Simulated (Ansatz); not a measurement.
**[Br···H···SiH₃], doublet: transfer scan**

Starting geometry:

```xyz
6

Br   -0.9447    0.0000    0.0000
H     0.4759    0.0000    0.0000
Si    2.3673    0.0000    0.0000
H     2.8173   -1.4163    0.0000
H     2.8173    0.7081   -1.2265
H     2.8173    0.7081    1.2265
```

From there H2 is moved from one fragment to the other while all else, the fragments' distance too, stays fixed; atoms are numbered as listed. Energies are in eV, counted from the starting geometry at the same level.

Basis cc-pVDZ; Ansatz 0.2.0. Correlated methods freeze the noble-gas cores and the filled d shells of p-block atoms. R marks a restricted (for open shells ROHF) determinant, U an unrestricted one. Active spaces: valence = (15e, 12o) chosen from the atoms' valence shells. No spin–orbit coupling is included, and no scalar relativity.

Runs in a small pair space aren't shown, since their orbitals change along the scan.

Full CI isn't at hand for all of this; UCCSDT(Q) serves as the reference, and is uncertain by about the last step of the cluster series. The frozen core follows each run's orbitals, which can shift R against U totals by a few meV for light atoms and by up to 0.1 eV past Ca.

```tsv
distance Br1-H2 (Å)	UCCSDT(Q)	error UMP2	error BCCD(T)	error UCCSDT	error RCCSDT(Q)	error CASSCF (valence space)	error MRCISD+Q (valence space)
1.421	0.000	0.000	0.000	0.000	0.000	0.000	0.000
1.485	-0.084	0.013	0.001	0.000	0.000	0.006	0.001
1.614	-0.174	0.038	0.002	0.000	0.000	0.007	0.001
1.743	-0.234	0.049	0.001	0.000	0.001	-0.004	-0.001
1.872	-0.183	0.051	-0.002	-0.002	0.001	-0.019	-0.002
```

Errors are those of relative energies. In total energy the starting point itself misses UCCSDT(Q) by: UMP2 1.280, BCCD(T) 0.033, UCCSDT 0.009, RCCSDT(Q) 0.001, CASSCF (valence space) 5.914, MRCISD+Q (valence space) 0.049 eV.

Spread of the error over the points with a reference, to 1.872 Å (largest less smallest): RCCSDT(Q) 0.001, UCCSDT 0.002, MRCISD+Q (valence space) 0.003, BCCD(T) 0.003, CASSCF (valence space) 0.026, UMP2 0.051 eV.
